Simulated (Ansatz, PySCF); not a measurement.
C2H6S, SMILES CCS. Atoms are numbered in the order given.

```xyz
9

C     -1.4618     0.7615    -0.3115
C     -0.5116    -0.4200    -0.4404
S      1.0028    -0.2446     0.5406
H     -2.3745     0.5858    -0.8886
H     -0.9963     1.6769    -0.6858
H     -1.7346     0.9258     0.7327
H     -0.9771    -1.3332    -0.0623
H     -0.2447    -0.6036    -1.4825
H      1.4634     0.8537    -0.0720
```
Charge 0, spin multiplicity 1.

Geometry optimised at ωB97X-D3(BJ)/def2-TZVP. One conformer was computed; it need not be the lowest.

Two levels are set side by side: PBE-D3(BJ)/def2-TZVP (Ansatz, an electronic-structure program) and ωB97X-D3(BJ)/def2-TZVP (PySCF). Each level has its own optimised geometry; the coordinates shown are those of the second. Frequencies come from the Hessian of PySCF at each geometry. Differences are taken from unrounded values.

```csv
quantity,ωB97X-D3(BJ)
mean bond length (Å),1.267
bond C1–C2 (Å),1.522
bond C2–S3 (Å),1.813
bond C1–H4 (Å),1.094
bond C1–H5 (Å),1.093
bond C1–H6 (Å),1.092
bond C2–H7 (Å),1.093
bond C2–H8 (Å),1.091
bond S3–H9 (Å),1.339
highest harmonic wavenumber (cm⁻¹),3153
mean harmonic wavenumber (cm⁻¹),1581
zero-point energy (kcal/mol),47.46
```

Problem. What does PBE-D3(BJ) give, and how far is it from ωB97X-D3(BJ)? (An estimate is asked for; the answer gives what the named calculation found.)

Solution. 
```json
[
 {"quantity": "mean bond length (Å)", "PBE-D3(BJ)": "1.276", "PBE-D3(BJ) minus ωB97X-D3(BJ)": "0.009"},
 {"quantity": "bond C1–C2 (Å)", "PBE-D3(BJ)": "1.522", "PBE-D3(BJ) minus ωB97X-D3(BJ)": "0.000"},
 {"quantity": "bond C2–S3 (Å)", "PBE-D3(BJ)": "1.830", "PBE-D3(BJ) minus ωB97X-D3(BJ)": "0.017"},
 {"quantity": "bond C1–H4 (Å)", "PBE-D3(BJ)": "1.102", "PBE-D3(BJ) minus ωB97X-D3(BJ)": "0.007"},
 {"quantity": "bond C1–H5 (Å)", "PBE-D3(BJ)": "1.100", "PBE-D3(BJ) minus ωB97X-D3(BJ)": "0.007"},
 {"quantity": "bond C1–H6 (Å)", "PBE-D3(BJ)": "1.098", "PBE-D3(BJ) minus ωB97X-D3(BJ)": "0.007"},
 {"quantity": "bond C2–H7 (Å)", "PBE-D3(BJ)": "1.100", "PBE-D3(BJ) minus ωB97X-D3(BJ)": "0.007"},
 {"quantity": "bond C2–H8 (Å)", "PBE-D3(BJ)": "1.099", "PBE-D3(BJ) minus ωB97X-D3(BJ)": "0.008"},
 {"quantity": "bond S3–H9 (Å)", "PBE-D3(BJ)": "1.354", "PBE-D3(BJ) minus ωB97X-D3(BJ)": "0.015"},
 {"quantity": "highest harmonic wavenumber (cm⁻¹)", "PBE-D3(BJ)": "3058", "PBE-D3(BJ) minus ωB97X-D3(BJ)": "-95"},
 {"quantity": "mean harmonic wavenumber (cm⁻¹)", "PBE-D3(BJ)": "1519", "PBE-D3(BJ) minus ωB97X-D3(BJ)": "-62"},
 {"quantity": "zero-point energy (kcal/mol)", "PBE-D3(BJ)": "45.59", "PBE-D3(BJ) minus ωB97X-D3(BJ)": "-1.86"}
]
```

GGA bonds tend to be longer and softer than those of functionals with exact exchange. Differences between two approximate levels are no errors against the true value.
